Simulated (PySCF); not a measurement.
**Na₂ and its ions**

RHF-CCSD(T); PySCF, spin-free X2C with a Gaussian nucleus, basis sets Na x2c-SVPall. Neutral (RHF): singlet (closed shell), Re = 3.215 Å, ωe = 150 cm⁻¹, De = 0.69 eV.

Na₂⁺ (UHF): doublet (σ ↑), Re = 3.772 Å, ωe = 113 cm⁻¹, De = 0.95 eV to Na⁺ + Na. The energies at the minima are -324.02386 hartree for Na2 and -323.85351 for Na₂⁺.

Q: Work out the adiabatic ionisation energy, without and with harmonic zero-point energies (1 hartree = 27.2114 eV, 1 eV = 8065.5 cm⁻¹), and the change of the bond length.

A: At CCSD(T): 0.17035 hartree = 4.635 eV between the minima; the zero-point term (113.0 − 150.0)/2 cm⁻¹ = -0.002 eV makes it 4.633 eV. Re changes by +55.7 pm against the neutral. The electron leaves a σ orbital, and the longer bond of the ion fits a bonding orbital, or a change in how ionic the bond is.

Correlated steps freeze 2 core orbitals. Correlated levels converge slowly with the basis: in double zeta they bind strong bonds too weakly, by up to about 1 eV, and carry superposition errors of some tenths. Where the molecule has an RHF reference, its open-shell atoms are computed with UHF. States were picked by a PBE0 search and need not be the measured ground states.

Neutral and ion stand on different kinds of reference determinant, which adds to the error of the difference.
